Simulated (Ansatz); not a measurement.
**SiH$_{3}$⁺, triplet: the ladder up to full CI**

Geometry: a point of a stretch scan, not a stationary point.

```yaml
atoms:
  - { symbol: Si, position_ang: [-0.0164, 0.0825, -0.1381] }
  - { symbol: H, position_ang: [-0.0164, -1.2106, -0.8828] }
  - { symbol: H, position_ang: [0.9299, -0.7735, 3.2806] }
  - { symbol: H, position_ang: [-0.4557, -0.3149, 1.4490] }
```

Basis cc-pVDZ; Ansatz 0.2.0. Correlated methods freeze the noble-gas cores, which leaves 6 electrons in 28 orbitals. Prefix R: restricted or restricted open-shell reference; prefix U: unrestricted. Active spaces: valence = (6e, 7o) chosen from the atoms' valence shells; pair = (4e, 4o) about the gap.

Full CI is exact within this basis and frozen core; it isn't the basis-set limit. The frozen core follows each run's orbitals, which can shift R against U totals by a few meV.

For open shells CISD is restricted-active-space CI with the open shells as a complete middle space.

- UHF ⟨S²⟩: 2.013
- T1 diagnostic (RCCSD): 0.0243
- largest doubles amplitude (RCCSD): 0.057
- T1 diagnostic (UCCSD): 0.0168

```json
{"level": "RHF", "E − E(full CI) (kJ/mol)": "238.8", "share of correlation (%)": "0.00", "wall time": "–"}
{"level": "UHF", "E − E(full CI) (kJ/mol)": "232.4", "share of correlation (%)": "2.71", "wall time": "–"}
{"level": "RMP2", "E − E(full CI) (kJ/mol)": "66.9", "share of correlation (%)": "72.01", "wall time": "–"}
{"level": "UMP2", "E − E(full CI) (kJ/mol)": "66.4", "share of correlation (%)": "72.21", "wall time": "–"}
{"level": "CISD", "E − E(full CI) (kJ/mol)": "12.1", "share of correlation (%)": "94.91", "wall time": "0.36 s"}
{"level": "RCCSD", "E − E(full CI) (kJ/mol)": "6.6", "share of correlation (%)": "97.24", "wall time": "–"}
{"level": "UCCSD", "E − E(full CI) (kJ/mol)": "6.3", "share of correlation (%)": "97.35", "wall time": "–"}
{"level": "RCCSD(T)", "E − E(full CI) (kJ/mol)": "1.9", "share of correlation (%)": "99.20", "wall time": "0.94 s"}
{"level": "UCCSD(T)", "E − E(full CI) (kJ/mol)": "1.9", "share of correlation (%)": "99.22", "wall time": "0.94 s"}
{"level": "BCCD(T)", "E − E(full CI) (kJ/mol)": "1.9", "share of correlation (%)": "99.22", "wall time": "0.54 s"}
{"level": "RCCSDT", "E − E(full CI) (kJ/mol)": "0.1", "share of correlation (%)": "99.97", "wall time": "–"}
{"level": "UCCSDT", "E − E(full CI) (kJ/mol)": "0.0", "share of correlation (%)": "99.98", "wall time": "–"}
{"level": "RCCSDT(Q)", "E − E(full CI) (kJ/mol)": "0.0", "share of correlation (%)": "99.99", "wall time": "3.1 s"}
{"level": "UCCSDT(Q)", "E − E(full CI) (kJ/mol)": "0.0", "share of correlation (%)": "100.01", "wall time": "3 s"}
{"level": "CASSCF (pair space)", "E − E(full CI) (kJ/mol)": "186.3", "share of correlation (%)": "21.99", "wall time": "–"}
{"level": "NEVPT2 (pair space)", "E − E(full CI) (kJ/mol)": "58.7", "share of correlation (%)": "75.44", "wall time": "0.36 s"}
{"level": "MRCISD (pair space)", "E − E(full CI) (kJ/mol)": "8.2", "share of correlation (%)": "96.57", "wall time": "–"}
{"level": "MRCISD+Q (pair space)", "E − E(full CI) (kJ/mol)": "-0.9", "share of correlation (%)": "100.39", "wall time": "0.54 s"}
{"level": "CASSCF (valence space)", "E − E(full CI) (kJ/mol)": "124.5", "share of correlation (%)": "47.85", "wall time": "–"}
{"level": "NEVPT2 (valence space)", "E − E(full CI) (kJ/mol)": "40.1", "share of correlation (%)": "83.22", "wall time": "1.7 s"}
{"level": "MRCISD (valence space)", "E − E(full CI) (kJ/mol)": "4.1", "share of correlation (%)": "98.28", "wall time": "–"}
{"level": "MRCISD+Q (valence space)", "E − E(full CI) (kJ/mol)": "0.5", "share of correlation (%)": "99.78", "wall time": "2.4 s"}
{"level": "MRCISD+Q(relaxed) (valence space)", "E − E(full CI) (kJ/mol)": "-1.6", "share of correlation (%)": "100.66", "wall time": "3 s"}
```

The correlation energy at full CI, counted from RHF, is -2.475 eV. That run took 33 s on 1 thread of AMD EPYC 7B13, shared host over 10,732,176 determinants.

Times hold each run's SCF and search for its determinant on a shared host, so for small cases they say little of a method's own cost; they ran on 1 thread of AMD EPYC 7B13. Some runs computed forces too.

More than 5 meV below full CI, which no variational method can be: MRCISD+Q (pair space), MRCISD+Q(relaxed) (valence space).

The full-CI state has the irrep A of C1, in the program's axes.

Natural occupations of full CI about the gap: 1.950 1.931 1.000 0.991 0.037 0.025 0.023 0.010 0.008 0.006; effectively unpaired electrons, Σ n²(2−n)², 2.04.
